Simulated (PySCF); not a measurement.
# One shape, several levels: H3O+ (oxonium)

Wanted: a comparison of 6 runs (M06-2X/6-31G, BCCD(T)/6-31G, NEVPT2(2,2)/6-31G, NEVPT2(8,7)/6-31G, UCCSD(T)/6-31G, FCI/6-31G) of H3O+ (oxonium). Input form: a Python script.

The results are computed with PySCF 2.14.0.

5 further runs of the same task are left out: 5 set aside as unsound or not needed.

## 1. The structure to begin with

The species is H3O+ (4 atoms), meant as a singlet with charge +1. SMILES: `[OH3+]`. The O1–H3 distance was set to 1.475 Å, away from the relaxed value. At this shape a bond of the SMILES string is far longer than usual.

Bond lengths: O1–H2 0.983 Å, O1–H4 0.984 Å. Angles: H2–O1–H4 112.0°.

## 2. The energy at M06-2X/6-31G (run 1)

calc.py reads:

```python
from pyscf import gto, dft

mol = gto.M(
    atom='''
O    0.500782   0.091781   0.297493
H    0.518962   1.072241   0.370863
H   -0.413410  -0.366620  -0.765680
H    0.307862  -0.338999   1.160513
''',
    verbose=3,
    max_memory=1860,
    charge=1,
    basis='6-31g',
)

mf = dft.RKS(mol)
mf.xc = 'm06-2x'
mf.grids.level = 5
mf.conv_tol = 1e-10
mf.kernel()
if not mf.converged:
    mf = mf.newton().run(mf.mo_coeff, mf.mo_occ)

etot = mf.e_tot
print('E(%s) = %.9f' % ('M06-2X', etot))
```

On the command line:

```
OMP_NUM_THREADS=1 python calc.py
```

Log:

```text
converged SCF energy = -76.5574668810403
E(M06-2X) = -76.557466881
```

Run time: 1.7 s. Hardware: 1 thread of Arm Neoverse V2, shared host; peak memory 0.17 GiB.

## 3. A single-point energy at BCCD(T)/6-31G (run 2)

input.py reads:

```python
from pyscf import gto, cc
from pyscf.cc.bccd import bccd_kernel_

mol = gto.Mole()
mol.atom = 'O 0.500782 0.091781 0.297493; H 0.518962 1.072241 0.370863; H -0.413410 -0.366620 -0.765680; H 0.307862 -0.338999 1.160513'
mol.verbose = 3
mol.basis = '6-31g'
mol.max_memory = 1860
mol.charge = 1
mol.build()

mf = mol.RHF()
mf.conv_tol = 1e-10
mf.kernel()
if not mf.converged:
    mf = mf.newton().run(mf.mo_coeff, mf.mo_occ)

mycc = cc.CCSD(mf, frozen=1).run()
mycc = bccd_kernel_(mycc, diis=True)
e_t = mycc.ccsd_t()
e_final = mycc.e_tot + e_t
print('Final energy', e_final)
```

On the command line:

```
OMP_NUM_THREADS=1 python input.py
```

Log:

```text
converged SCF energy = -76.1779732058546
E(CCSD) = -76.33017509711763  E_corr = -0.1522018912630101
BCCD loop starts.

[... 22 lines left out ...]
CCSD converged
[... 24 lines left out ...]
CCSD converged
[... 21 lines left out ...]
CCSD converged
[... 18 lines left out ...]
CCSD converged
[... 3 lines left out ...]
Final energy -76.33199984810723
```

It took 0.86 s on 1 thread of Arm Neoverse V2, shared host; peak memory 0.12 GiB.

Run 3 isn't shown in full; the table further down has it.

## 4. The energy at NEVPT2(8,7)/6-31G (run 4)

calc.py reads:

```python
import numpy
from pyscf import gto, scf, mp, mcscf, mrpt

system = gto.Mole()
system.atom = '''
O    0.500782   0.091781   0.297493
H    0.518962   1.072241   0.370863
H   -0.413410  -0.366620  -0.765680
H    0.307862  -0.338999   1.160513
'''
system.charge = 1
system.max_memory = 1860
system.basis = '6-31g'
system.verbose = 4
system.build()

mf = scf.RHF(system)
mf.conv_tol = 1e-10
mf.kernel()
if not mf.converged:
    mf = mf.newton().run(mf.mo_coeff, mf.mo_occ)

pt = mp.MP2(scf.addons.convert_to_uhf(mf)).run()
noons, natorbs = mcscf.addons.make_natural_orbitals(pt)
print('natural occupations', numpy.round(noons[:40], 4))
cas = mcscf.CASSCF(mf, 7, 8)
cas.fix_spin_(ss=0.0)
cas.natorb = True
cas.kernel(natorbs)
e_pt2 = mrpt.NEVPT(cas).kernel()
e_final = cas.e_tot + e_pt2
print(f'total energy: {e_final:.8f} hartree')
```

On the command line:

```
OMP_NUM_THREADS=1 python calc.py
```

Log:

```text
PySCF version 2.14.0

[... 56 lines left out ...]
converged SCF energy = -76.1779732058546
[... 62 lines left out ...]
1-step CASSCF converged in   7 macro ( 74 JK  22 micro) steps
[... 30 lines left out ...]
CASSCF energy = -76.2813606357845
[... 42 lines left out ...]
Nevpt2 Energy = -0.041919772547718
total energy: -76.32328041 hartree
```

Run time: 1.4 s. Hardware: 1 thread of Arm Neoverse V2, shared host; peak memory 0.12 GiB.

Run 5 isn't shown in full; the table further down has it.

## 5. The energy at FCI/6-31G (run 6)

start.xyz reads:

```xyz
4

O      0.500782     0.091781     0.297493
H      0.518962     1.072241     0.370863
H     -0.413410    -0.366620    -0.765680
H      0.307862    -0.338999     1.160513
```

input.py reads:

```python
from pyscf import gto, scf, mcscf
from pyscf import fci

mol = gto.M(
    atom='start.xyz',
    max_memory=1860,
    basis='6-31g',
    verbose=4,
    charge=1,
)

hf = scf.RHF(mol)
hf.conv_tol = 1e-10
hf.kernel()
if not hf.converged:
    hf = hf.newton().run(hf.mo_coeff, hf.mo_occ)

cas = mcscf.CASCI(hf, hf.mo_coeff.shape[-1] - 1, (mol.nelec[0] - 1, mol.nelec[1] - 1))  # full CI above the frozen core
cas.fcisolver = fci.direct_spin0.FCI(mol)  # even spin states alone
cas.kernel()
print('<S^2> = %.4f' % cas.fcisolver.spin_square(cas.ci, cas.ncas, cas.nelecas)[0])
energy = cas.e_tot
print('Final energy', energy)
```

On the command line:

```
OMP_NUM_THREADS=1 python input.py
```

Log:

```text
PySCF version 2.14.0

[... 56 lines left out ...]
converged SCF energy = -76.1779732058546
[... 1 line left out ...]
******** <class 'pyscf.mcscf.casci.CASCI'> ********
CAS (4e+4e, 14o), ncore = 1, nvir = 0
natorb = False
canonicalization = True
sorting_mo_energy = False
******** <class 'pyscf.fci.direct_spin0.FCISolver'> ********
max. cycles = 100
conv_tol = 1e-10
davidson only = False
linear dependence = 1e-14
level shift = 0.001
max iter space = 12
nroots = 1
pspace_size = 400
spin = None
Density matrix diagonal elements [1.98345025 1.96935607 1.94917791 1.96656623 0.04578882 0.01384139
 0.01376221 0.00461127 0.00487874 0.00757341 0.01570781 0.00971973
 0.01045239 0.00511378]
CASCI converged
CASCI E = -76.3327383704114  E(CI) = -26.6795502606147  S^2 = 0.0000000
<S^2> = 0.0000
Final energy -76.33273837041138
```

Run time: 19 s. Hardware: 1 thread of Arm Neoverse V2, shared host; peak memory 0.34 GiB.

## 6. The series

| run | level | integration grid | frozen core orbitals | energy (Eh) | HOMO energy (eV) | LUMO energy (eV) | HOMO–LUMO gap (eV) | wall time |
| --- | --- | --- | --- | --- | --- | --- | --- | --- |
| 1 | M06-2X/6-31G | 5 | – | -76.557467 | -20.84 | -9.46 | 11.38 | 1.7 s |
| 2 | BCCD(T)/6-31G | – | 1 | -76.332000 | – | – | – | 0.86 s |
| 3 | NEVPT2(2,2)/6-31G | – | – | -76.328592 | -24.01 | -6.66 | 17.35 | 0.68 s |
| 4 | NEVPT2(8,7)/6-31G | – | – | -76.323280 | -24.01 | -6.66 | 17.35 | 1.4 s |
| 5 | UCCSD(T)/6-31G | – | 1 | -76.332034 | -24.01 | -6.66 | 17.35 | 0.7 s |
| 6 | FCI/6-31G | – | 1 | -76.332738 | -24.01 | -6.66 | 17.35 | 19 s |

## 7. Outcome

| quantity | value |
| --- | --- |
| run 6: total energy | -76.33274 Eh |
| run 6: HOMO energy (Hartree–Fock orbitals) | -24.01 eV |
| run 6: LUMO energy (Hartree–Fock orbitals) | -6.66 eV |
| run 6: HOMO–LUMO gap (Hartree–Fock orbitals) | 17.35 eV |
| run 6: correlation energy (1 core orbital frozen) | -154.8 mEh |

In words: Against full CI in this basis: BCCD(T) +0.7 mEh; UCCSD(T) +0.7 mEh. All runs together took 25 s, the longest 19 s.
